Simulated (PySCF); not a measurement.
## Indirect couplings

Geometry (Å), atoms numbered from 1 in this order:
```xyz
11

C     2.315    0.153    0.327
C     0.898   -0.097    0.215
C    -0.290   -0.325    0.121
C    -1.715   -0.584    0.007
C    -2.347    0.716    0.041
O    -2.762    1.753    0.072
H     2.523    0.842    1.160
H     2.710    0.588   -0.604
H     2.847   -0.792    0.521
H    -2.150   -1.179    0.839
H    -2.027   -1.070   -0.942
```

Total charge +1.

Method: B3LYP/pcJ-1 (without the spin–dipole term)//PBE0-D3(BJ)/def2-SVP, PySCF 2.14; isolated molecule, single conformer, non-relativistic. Couplings are averaged over pairs made equivalent by symmetry, fast rotation or ring inversion, so a value needn't be that of the named pair in this geometry, while other rotamers aren't included; one pair stands for each set, and the list holds those of at least 0.8 Hz over up to four bonds, among pairs with at least one C or H atom (others weren't computed).

Isotopes: 13C, 1H, 17O. Couplings to quadrupolar nuclei such as 17O and 33S are rarely resolved in practice.

| pair | bonds | J (Hz) |
| --- | --- | --- |
| C1, C2 | 1 | ? |
| C1, H7 | 1 | ? |
| C2, C3 | 1 | ? |
| C3, C4 | 1 | 90.6 |
| C4, C5 | 1 | 47.8 |
| C4, H10 | 1 | ? |
| C5, O6 | 1 | 16.1 |
| C1, C3 | 2 | 11.5 |
| C2, C4 | 2 | 15.3 |
| C2, H7 | 2 | ? |
| C3, C5 | 2 | -9.7 |
| C3, H10 | 2 | -13.4 |
| C4, O6 | 2 | ? |
| C5, H10 | 2 | -8.9 |
| H7, H8 | 2 | -20.2 |
| H10, H11 | 2 | -30.8 |
| C1, C4 | 3 | 1.5 |
| C2, C5 | 3 | ? |
| C2, H10 | 3 | 5.4 |
| C3, H7 | 3 | 6.5 |
| O6, H10 | 3 | -2.4 |
| C1, C5 | 4 | ? |
| C1, H10 | 4 | -2.0 |
| C4, H7 | 4 | -2.5 |

Question: Estimate the withheld couplings, with signs.

Answer: 
- 1J(C1,C2) = 70.1 Hz (bond length 1.444 Å)
- 1J(C1,H7) = 144.4 Hz (bond length 1.101 Å, sp3 carbon)
- 1J(C2,C3) = 217.4 Hz (bond length 1.213 Å)
- 1J(C4,H10) = 163.0 Hz (bond length 1.111 Å, sp3 carbon)
- 2J(C2,H7) = -11.0 Hz
- 2J(C4,O6) = 5.6 Hz (angle at C5 176°)
- 3J(C2,C5) = 4.5 Hz
- 4J(C1,C5) = -1.7 Hz
